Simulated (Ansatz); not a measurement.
The cluster P₂S₄⁺. Charge 1, multiplicity 2. Geometry PBE0-D4/def2-SVP; atoms count from 1.

```xyz
6

P     0.678   -0.569    0.113
P     0.213    2.273    0.873
S    -0.837    0.525    1.236
S     1.474    1.525   -0.511
S    -0.443   -1.250   -1.568
S    -1.084   -2.504   -0.143
```

Another isomer (doublet) lies 0.70 eV lower at PBE0-D4/def2-TZVP; other spin states weren't run for this one.

Estimate the Mulliken populations from the PBE0/def2-TZVP orbitals of Ansatz.


| atom | charge (e) | spin (α − β) |
| --- | --- | --- |
| P1 | 0.32 | -0.02 |
| P2 | 0.43 | 0.00 |
| S3 | 0.02 | 0.01 |
| S4 | -0.01 | -0.01 |
| S5 | 0.15 | 0.30 |
| S6 | 0.09 | 0.71 |
Mulliken values depend strongly on the basis.

Where does the spin sit?

Summed by element: P -0.02, S 1.02, of 1 unpaired in all. Largest on single atoms: S6 0.71, S5 0.30, P1 -0.02.

And the Mayer bond orders between heavy atoms (over 0.3)?

P1–S3 1.02 (2.18 Å); P1–S4 0.80 (2.33 Å); P1–S5 1.06 (2.13 Å); P1–S6 0.42 (2.63 Å); P2–S3 1.37 (2.07 Å); P2–S4 1.57 (2.02 Å); S5–S6 1.51 (2.00 Å).
